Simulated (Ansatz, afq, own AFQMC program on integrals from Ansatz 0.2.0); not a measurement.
Two steps: Ansatz 0.2.0 writes the Fock matrix and Cholesky factors of the valence space, and afq projects on them the lowest state that overlaps trial and start.

```yaml
crystal:
  periodic: [false, false, false]
  atoms:
    - {symbol: Si, position_ang: [0.000000, 0.000000, 0.000000]}
    - {symbol: N, position_ang: [0.000000, 0.000000, 1.889128]}
basis:
  gaussian: {orbitals: aug-cc-pVDZ}
magnetization: {spin_polarized: true, initial_magnetization: 3}
correlation: {method: ccsd_t, electrons: outside_noble_gas, hamiltonian_folder: ham}
```

```sh
$ ansatz run in.yaml --threads 1 --pin off --events-out ev --progress --plain --max-ram 24576MiB --backend cuda --devices 0, --max-vram 18GiB
```

afq runs on the folder ham with

```
--method free --trial cisd --walkers 4000 --time-step 0.03 --max-blocks 4000 --target-error 0.00036 --factor-cut 1e-05 --seed 7350 --times 0,0.3,0.6,1.2,1.8,2.4,3.6,4.8,6 --taylor-order 8
```

Times are imaginary, in 1/Eh. The walk had a cap of 68 s.

afq prints:

```
orbitals 44  electrons 6 3  factors 318 of 510
reference energy -343.25349025 Eh
CCSD correlation -0.19315986 Eh in 13 cycles, weight of the determinant in the CISD state 0.8818
repeat  energy at the last time / Eh  error
    10  -343.454239  0.000165
    20  -343.454388  0.000152
    30  -343.454351  0.000125
time / (1/Eh)  energy / Eh  error  mean overlap
  0.00  -343.446674  0.000029  1.1340
  0.30  -343.450532  0.000034  1.1348
  0.60  -343.452108  0.000039  1.1353
  1.20  -343.453345  0.000035  1.1373
  1.80  -343.453879  0.000049  1.1410
  2.40  -343.453884  0.000061  1.1487
  3.60  -343.454233  0.000091  1.1547
  4.80  -343.454164  0.000102  1.1655
  6.00  -343.454336  0.000122  1.1706
energy -343.454336 +/- 0.000122 Eh
```

The run passed its tests (error under three times the target), which doesn't prove that it has relaxed.

Against this walk (error 3.3 meV) on the same determinant: CCSD(T) 48.2 meV higher, CCSDT(Q) 0.5 meV lower (within the noise). The error is statistical, and a free projection of finite length keeps a remainder of its start.

Cautions: remainder of the start not in the error; another spin lies lower; unrestricted determinant slightly spin contaminated (⟨S²⟩ 3.80 against 3.75).

The walk took 40 s on 1 × NVIDIA H100 80GB HBM3 with 2 threads of AMD EPYC 7R13 Processor (Zen 3) (shared host) (the card was shared). The log's last line is the free-projection energy.

CCSDT and higher add their correlation energy to the determinant of the CCSD(T) run, since their own runs factorise the integrals more tightly (a shift of under 2 meV). A walk keeps the symmetry of its determinant, which the program's search chose and which needn't be the lowest solution, so a lower state of the same spin and another symmetry isn't excluded.
